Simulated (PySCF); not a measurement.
Input of an EPR job (settings, then geometry in Å):

```
{"job": {"kind": "epr", "basis": "pcH-1"}, "charge": 0, "multiplicity": 2}
C     -1.167039    -0.068775    -0.027761
O      0.004191    -0.698187     0.089722
C      1.153122    -0.006998     0.028733
O      1.248230     1.180766    -0.128483
H     -2.034469    -0.692520     0.033370
H     -1.192469     0.996322    -0.169851
H      1.991769    -0.705703     0.147192
```

Method: UKS B3LYP, pcH-1 on C H O, non-relativistic, mean-field spin-orbit, GIAO (PySCF 2.14.0). Isolated species at its GFN2-xTB geometry (one conformer only). A GFN2-xTB geometry isn't a minimum of the functional, and hyperfine couplings can be far from their values at a DFT geometry.

Output of the driver script. Atoms in this output count from 0.

```
UKS, coarse grid
  cycle   1  E = -228.27376157  |g| = 6.22e-01
  cycle   2  E = -227.76673149  |g| = 1.30e+00
  cycle   3  E = -228.39850113  |g| = 2.02e-01
  cycle   4  E = -228.41107292  |g| = 8.90e-02
  cycle   5  E = -228.41361572  |g| = 1.07e-02
  cycle   6  E = -228.41367639  |g| = 3.90e-03
  cycle   7  E = -228.41368627  |g| = 1.23e-03
  cycle   8  E = -228.41368795  |g| = 4.31e-04
UKS, final grid
  cycle   1  E = -228.41369958  |g| = 5.87e-04
  cycle   2  E = -228.41369931  |g| = 1.10e-03
  cycle   3  E = -228.41369974  |g| = 1.80e-04
  cycle   4  E = -228.41369976  |g| = 5.45e-05
  cycle   5  E = -228.41369977  |g| = 1.02e-05
internal stability: stable
E = -228.41369977 Eh   <S^2> = 0.7540 (exact 0.7500)
g shifts (ppm)      1          2          3
  rmc          -173       -173       -173
  gc              2         44         37
  oz_so         -11        497       1604
  total        -182        368       1469
hyperfine (MHz)  atom isotope    a_iso     a_fc   dipolar eigenvalues
    0   13C      87.39      87.39    -80.37    -77.64    158.01
    1   17O      -6.10      -6.10    -27.98     13.03     14.96
    2   13C       4.37       4.37     -5.47     -2.97      8.44
    3   17O      -4.17      -4.17    -20.79      9.86     10.92
    4    1H     -65.95     -65.95    -37.87     -0.16     38.03
    5    1H     -66.02     -66.02    -36.32     -0.64     36.96
    6    1H      -8.66      -8.66     -4.59     -2.53      7.11
```

|g| in the SCF lines is the orbital gradient. In the g block, columns 1 to 3 are the principal axes in rising order; rmc is the relativistic mass correction, gc the gauge correction and oz_so the orbital-Zeeman/spin–orbit term. a_fc is the Fermi-contact part of a_iso, here all of it, since this run has no spin–orbit term in the hyperfine coupling.

**Question.** Is the state sound, as far as the log shows?

**Answer.** The SCF converged after 13 cycles in all, 8 of them on the coarse grid, and the solution passed the internal stability test. ⟨S²⟩ = 0.7540 against the exact 0.7500, so spin contamination is small.

**Question.** What are the principal g values and g_iso?

**Answer.** Adding the total shifts to 2.002319 gives 2.00214, 2.00269, 2.00379; their mean shift is 552 ppm, so g_iso = 2.00287.

**Question.** Which couplings shape the isotropic spectrum at natural abundance (0.05 mT or more)? Keep the log's numbering.

**Answer.** atom 5 (1H, I = 1/2): -66.0 MHz = 2.36 mT in magnitude, a 1:1 doublet; atom 4 (1H, I = 1/2): -65.9 MHz = 2.35 mT in magnitude, a 1:1 doublet; atom 6 (1H, I = 1/2): -8.7 MHz = 0.31 mT in magnitude, a 1:1 doublet. Together 8 lines to first order. H5 and H6 aren't averaged: C1 is flat or nearly so (angle sum 360°), and its turn about the short C1–O2 bond (1.33 Å) is taken as slow.

**Question.** What are the principal values of the full tensor of atom 0 (13C)?

**Answer.** a_iso plus each dipolar eigenvalue: 7.02, 9.75, 245.39 MHz.

The species is `O([CH2])C=O` [radical]. The run used 130 basis functions and 5 iterations of the response equations. 

On one thread, Arm Neoverse V2, shared host, this took 23 s of wall time.

Shape of the structure used: `[CH2:1][O:2][CH:3]=[O:4]`: C1–O2–C3–O4 0°.
Labels such as C1 count atoms from 1, the log's own numbers from 0.
